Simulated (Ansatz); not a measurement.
Geometry optimisation, RHF/def2-SVP in Ansatz.

Input file:

```yaml
crystal:
  periodic: [false, false, false]
  atoms:
    - { symbol: C, position_ang: [-1.0616, -0.0393, 0.2496] }
    - { symbol: C, position_ang: [0.3146, -0.0764, -0.2604] }
    - { symbol: O, position_ang: [0.3723, 0.4411, -1.5824] }
    - { symbol: F, position_ang: [0.7647, -1.3629, -0.3515] }
    - { symbol: S, position_ang: [1.464, 0.7744, 0.8191] }
    - { symbol: H, position_ang: [-1.7733, -0.5224, -0.4462] }
    - { symbol: H, position_ang: [-1.194, -0.4506, 1.2299] }
    - { symbol: H, position_ang: [-1.4335, 1.0561, 0.2659] }
    - { symbol: H, position_ang: [1.3058, 0.2043, -1.7995] }
    - { symbol: H, position_ang: [1.3241, -0.0756, 1.8785] }
basis:
  gaussian: { orbitals: def2-SVP }
hamiltonian:
  xc: hf
relax:
  f_tol: 0.015
  max_steps: 40
```

Command:

```bash
$ ansatz run input.yaml --threads 1 --pin off --max-ram 2048MiB --backend cpu --events-out ev --progress --plain --runs-dir out
```

Where does it end, and by what steps?

The forces met the threshold. After 7 steps the energy has fallen by 0.435 eV; H10 moved furthest, 0.22 Å.

```tsv
step	energy less start (eV)	largest force component (eV/Å)	accepted
0	0.0000	3.069	yes
1	-0.3568	1.546	yes
2	-0.4205	0.367	yes
3	-0.4305	0.156	yes
4	-0.4262	0.365	no
5	-0.4337	0.080	yes
6	-0.4351	0.050	yes
7	-0.4353	0.010	yes
```

```xyz
10
Properties=species:S:1:pos:R:3
C -1.138 -0.005 0.207
C 0.298 -0.098 -0.242
O 0.406 0.395 -1.500
F 0.666 -1.405 -0.238
S 1.479 0.804 0.842
H -1.753 -0.575 -0.488
H -1.247 -0.417 1.208
H -1.460 1.034 0.207
H 1.303 0.331 -1.800
H 1.530 -0.114 1.808
```

Whether the end is a true minimum wasn't checked by a vibrational analysis.

Time of the run: 61 s on 1 thread of Intel(R) Xeon(R) Processor @ 2.50GHz (Skylake/Cascade Lake), on a shared host, peak memory 0.2 GiB.
